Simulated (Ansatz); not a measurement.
A made-up structure of CH5AlN (charge -1), singlet:

C1  (-0.795, 0.893, -0.447)
Al2  (0.639, -0.387, 0.102)
N3  (0.306, -1.672, 1.206)
H4  (-0.535, 1.927, -0.187)
H5  (-1.747, 0.652, 0.039)
H6  (0.480, -2.612, 1.562)
H7  (2.045, 0.025, -0.658)
H8  (1.044, -2.316, 1.478)
(Å)

It is relaxed with PBE-D4/def2-SVPD and then PBE0-D4/def2-TZVPD (Ansatz 0.2.0). Atoms count as bonded within 1.22 times the sum of their covalent radii (H–H: 0.88 Å). The end point is not checked to be a true minimum.

**Question.** Does its bonding change? (A judgement: the text doesn't fix the answer.)

**Answer.** The calculation gives: Yes. Formed: none; broken: H6–H8.

Where it ends: The first stage lowers the energy by 5.63 eV in 11 steps. It ends as CH₅AlN ([CH2][AlH][NH2]), total charge -1:
C1  (-0.794, 0.830, -0.158)
Al2  (0.650, -0.244, 0.202)
N3  (0.634, -1.839, 1.097)
H4  (-0.693, 1.771, -0.705)
H5  (-1.830, 0.633, 0.125)
H6  (-0.182, -2.288, 1.481)
H7  (2.198, 0.045, -0.217)
H8  (1.452, -2.399, 1.269)
(Å)

Labels in which every atom is bracketed show which atoms are joined, not bond orders.

For scale, one of the runs: PBE0-D4/def2-TZVPD relaxation, 162 basis functions, launched by `ansatz run in.yaml --threads 2 --pin off --events-out ev --progress --plain --max-ram 4352MiB`. Hardware: 2 CPU threads of an Intel Xeon Platinum 8259CL, shared host. Wall time about 15 s.
